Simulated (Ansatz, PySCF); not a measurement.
This Ansatz (a program for electronic structure) input computes a B3LYP/def2-TZVPD energy:

Ansatz 0.2 input:
```yaml
crystal:
  periodic: [false, false, false]
  atoms:
    - {symbol: Li, position_ang: [-0.00000000, -0.00000000, -0.42396811]}
    - {symbol: H, position_ang: [0.00000000, 0.00000000, 1.27190434]}
basis:
  gaussian:
    orbitals: def2-TZVPD
hamiltonian:
  xc: {name: B3LYP}
total_charge: -1
magnetization: {spin_polarized: true, initial_magnetization: 1}
output: {forces: true}
```

Question: Write an input for the same energy in PySCF and say what it gives.

Answer: 
```python
from pyscf import gto, scf, dft

mol = gto.M(
    atom='''
    Li   -0.00000000   -0.00000000   -0.42396811
    H     0.00000000    0.00000000    1.27190434
    ''',
    basis='def2-tzvpd',
    charge=-1,
    spin=1,
    symmetry='C2v',
    verbose=4,
)

mf = dft.UKS(mol, xc='b3lyp').density_fit(auxbasis='def2-universal-jkfit')
mf.grids.level = 3
mf.conv_tol = 1e-9
mf.max_cycle = 100
mf.max_memory = 1500
mf.kernel()
if not mf.converged:
    mf = mf.newton()
    mf.kernel(mf.make_rdm1())
mf.analyze()
```
It gives -8.09692 Eh, and Ansatz -8.09659 Eh, a difference of 0.33 mEh, from the treatment of integrals and grids.
